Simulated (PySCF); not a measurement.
Species: F2H3P2 (charge +1).
Atom-mapped SMILES: `[F:1][PH+:2]([F:3])[PH2:4]` (hydrogens: H5 on P2; H6, H7 on P4)

Structure used (PBE0-D3(BJ)/def2-SVP), in Å, numbered top down from 1:
```xyz
7
F2H3P2 angstrom
F     -1.297    1.400   -0.494
P     -0.695    0.060   -0.002
F     -1.523   -1.064   -0.670
P      1.348   -0.076   -0.700
H     -1.046   -0.006    1.362
H      1.527   -1.215    0.149
H      1.721    0.873    0.305
```

Computed with PySCF at PBE0/pcSseg-1, non-relativistic, on one gas-phase PBE0-D3(BJ)/def2-SVP geometry that isn't relaxed in the solvent. The solvent is an IEF-PCM continuum (Bondi radii, 1.10 Å for H, scaled by 1.2). The model holds no explicit solvent molecules, cavitation or dispersion.

```
run  E − E(gas) (kcal/mol)  HOMO (eV)  HOMO–LUMO gap (eV)
gas                   0.00     -14.68                7.73
  P                 -60.07     -10.10                7.81
  Q                 -54.36     -10.51                7.79
```

Task: The runs were made in chloroform and tetrahydrofuran. Which run belongs to which solvent?

Result: P = tetrahydrofuran, Q = chloroform. The dielectric constants are 4.711 (chloroform), 7.426 (tetrahydrofuran), and the energy falls further as ε rises. In this model the ground state sees the solvent through ε alone.

Task: How constant is the ratio of the lowering to 1 − 1/ε?

Result: 
| solvent | 1 − 1/ε | E − E(gas) (kcal/mol) | ratio (kcal/mol) | polarisation term (kcal/mol) |
| --- | --- | --- | --- | --- |
| chloroform | 0.788 | -54.36 | -69.0 | -55.16 |
| tetrahydrofuran | 0.865 | -60.07 | -69.4 | -61.16 |

The ratio changes by +0.6 % in size from chloroform to tetrahydrofuran. The polarisation term is half the interaction of the solute with the induced surface charges.
